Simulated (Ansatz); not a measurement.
How the elastic constant C13 of rhombohedral A7 As moves with the method

No measured value is used here.

| level (code) | value (GPa) | cell (Å³/atom) |
|---|---|---|
| LDA (Ansatz) | [?] | 20.38 |
| PBE (Ansatz) | 27.3 | 22.79 |
| PBEsol (Ansatz) | 31.1 | 20.87 |

### Question
Complete the blanks.

### Answer

- LDA (Ansatz, a first-principles code), value (GPa): 33.5

LDA, PBE, PBEsol: the cell comes from a level without a dispersion term, which matters for the spacing of layers, chains or molecules. Each level is taken at its own relaxed cell. Ansatz's density-functional and Hartree–Fock values are scalar-relativistic unless marked +SOC, with PAW data made under PBE.
